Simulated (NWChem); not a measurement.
**Correlation energy of B (-1)**

```
B
```
Charge -1, spin multiplicity 3.

The numbers come from NWChem runs, not from measurements.

Basis set: aug-cc-pVTZ. Each correlation energy counts from its own Hartree-Fock reference.

| method | correlation energy (mHa) |
|---|---|
| UMP2 | -63.3 |
| SCS-UMP2 | -63.9 |
| CCSD on UHF | -82.3 |
| CCSD[T] on UHF | -86.0 |
| CCSD(T) on UHF | -85.9 |
| CCSD on ROHF | -84.8 |
| CCSD[T] on ROHF | -89.1 |
| CCSD(T) on ROHF | -89.0 |
| CCSDT on ROHF | -89.6 |

The values span 26.3 mHa, from CCSDT on ROHF (lowest) to UMP2 (highest). 

The correlated methods keep 1 core orbital frozen. The stability of the SCF solutions was not checked. Open-shell Hartree-Fock references start from PBE0 orbitals. No row is a measurement; the coupled-cluster row has its own basis-set and correlation limits.
